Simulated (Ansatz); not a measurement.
Two isomers of C3H4ClN: A = `N=C1CC1Cl`, B = `CN=C=CCl`.

Computed with Ansatz on PBE0-D4/def2-TZVP structures; ΔE is electronic, products minus reactants. CCSD(T)/CBS is the MP2 limit (def2-TZVPP, def2-QZVPP) plus CCSD(T) − MP2 in def2-TZVPP, frozen cores. DFT in def2-TZVPP. B3LYP here is the variant with VWN-RPA as its local correlation; programs differ in this. One conformer a species, not always the lowest.

Which is lower in electronic energy at CCSD(T)/CBS, and by how much? (Best estimate.)

Ansatz gave: B, by 19.1 kJ/mol.

Give E(B) − E(A) in kJ/mol with MP2/def2-TZVPP, PBE-D4, B3LYP-D4, LDA (SPW92), CCSD(T)/def2-SVP, B3LYP, r2SCAN-D4. (Estimate.)

Computed: MP2/def2-TZVPP -16.7, PBE-D4 -22.7, B3LYP-D4 -35.2, LDA (SPW92) -12.9, CCSD(T)/def2-SVP -16.0, B3LYP -38.4, r2SCAN-D4 -23.4. None reverses the order clearly.

Does the order hold for the free energy at 298.15 K (harmonic terms from PBE0-D4)? (Best estimate.)

Computed: Yes: G(B) − G(A) = -24.5 kJ/mol, for one conformer each.

Largest T1 diagnostic: 0.013.

From r2SCAN to r2SCAN0 (25 % exact exchange), in def2-TZVPP and without D4, E(B) − E(A) moves by +7.7 kJ/mol. In def2-TZVPP, CCSD(T) changes the Hartree–Fock value by +12.3 kJ/mol (the triples alone add −1.4 kJ/mol) and MP2 by +15.6 kJ/mol.
